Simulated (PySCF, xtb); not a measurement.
NaCl, SMILES [Cl][Na].

GFN2-xTB run with xtb at its own geometry gives an orbital gap of 2.06 eV and a dipole moment of 7.06 D.

The structure is a stationary point at B3LYP-D3(BJ)/def2-TZVPD.

### Question
What does CAM-B3LYP/def2-TZVPD run with PySCF give? (Estimate from the structure and the level; the computed values follow.)

### Answer
gap 6.64 eV (levels -7.93 and -1.29 eV), dipole 8.87 D.
